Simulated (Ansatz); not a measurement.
Molecular dynamics of BH₅N₂

Input file:

```yaml
crystal:
  periodic: [false, false, false]
  atoms:
    - { symbol: B, position_ang: [0.112584, 0.107408, 0.080406] }
    - { symbol: "N", position_ang: [0.028329, -0.180639, 1.421269] }
    - { symbol: H, position_ang: [-0.911889, -0.019445, 1.547676] }
    - { symbol: H, position_ang: [0.696398, 0.001263, 2.261986] }
    - { symbol: "N", position_ang: [1.293967, 0.100201, -0.668984] }
    - { symbol: H, position_ang: [1.933542, -0.799507, -0.596665] }
    - { symbol: H, position_ang: [1.225058, 0.428385, -1.652394] }
    - { symbol: H, position_ang: [-0.933004, 0.261628, -0.416871] }
basis:
  gaussian: { orbitals: def2-SVP }
hamiltonian:
  xc: pbe0
  dispersion: d4
md:
  timestep: 1.0
  n_steps: 250
  ensemble: nvt_langevin
  temperature: 1000.0
  initial_velocities: maxwell_boltzmann
  seed: 50232
  friction: 0.001
```

Run as:

```bash
$ ansatz run input.yaml --threads 1 --pin off --max-ram 2048MiB --backend cpu --events-out ev --progress --plain --runs-dir out
```

It goes on from the last frame of an earlier run, with new velocities.

Output, in part (step lines, the closing report, with atoms numbered from 0):

```
md step     0: t =     0.00 fs  T =   875.0 K  F+E_penalty+E_count = -3731.77751587 eV  E_kin = 0.904820 eV  (23 SCF iters)
[... lines left out ...]
Total energy: -3731.81203793 eV, -137.1415628810 hartree
Atom 0 at     0.076580     0.272913     0.024961 Å, force    -0.150408    -1.261985    -1.283053 eV/Å
Atom 1 at     0.015818     0.495886     1.366307 Å, force     1.472452     2.169094     2.833146 eV/Å
Atom 2 at     0.678741     1.059693     1.919113 Å, force     1.070449    -0.412324    -1.571665 eV/Å
Atom 3 at    -0.557908     0.440452     2.141792 Å, force    -3.404091    -0.918802     0.897684 eV/Å
Atom 4 at    -0.921219    -0.124787    -0.911115 Å, force    -0.563622    -1.214066    -0.545690 eV/Å
Atom 5 at    -1.942773    -0.174246    -0.769569 Å, force     0.905984     0.110646     0.321268 eV/Å
Atom 6 at    -0.633968    -0.912054    -1.532765 Å, force    -0.235572     1.245190     0.421805 eV/Å
Atom 7 at     1.209110     0.192616    -0.283777 Å, force     0.904808     0.282247    -1.073494 eV/Å
Dipole moment:    -0.262271    -0.066927     0.295492 e Å
```

The steps, from the saved trajectory:

```csv
time (fs),T (K),potential energy less start (eV)
0,875,0.000
8,1186,-0.351
16,948,-0.092
24,1231,-0.285
32,1236,-0.264
40,789,0.222
48,1370,-0.429
56,769,0.185
64,1312,-0.475
72,1115,-0.205
80,906,-0.037
88,1132,-0.308
96,902,-0.173
104,828,-0.096
112,880,-0.031
120,1028,-0.286
128,945,-0.183
136,704,0.079
144,831,-0.058
152,974,-0.174
160,1212,-0.384
168,1047,-0.145
176,786,0.131
184,785,0.108
192,1430,-0.501
200,1078,-0.095
208,757,0.220
216,974,0.009
224,1111,-0.147
232,1188,-0.216
240,831,0.268
248,1192,-0.146
```

The run went to its last step. A run of 0.25 ps of so small a system gives no equilibrium averages.

The same pairs are bonded in the first frame and the last. Pairs count as bonded within 1.25 times the sum of covalent radii (0.12 Å more for H–H).

Last frame:

```xyz
8
Properties=species:S:1:pos:R:3
B 0.077 0.273 0.025
N 0.016 0.496 1.366
H 0.679 1.060 1.919
H -0.558 0.441 2.142
N -0.921 -0.125 -0.911
H -1.943 -0.174 -0.770
H -0.634 -0.912 -1.533
H 1.209 0.193 -0.284
```

Run time: 4 min on 1 thread of Intel(R) Xeon(R) 6975P-C (Granite Rapids), with other jobs on the host, peak memory 0.13 GiB.
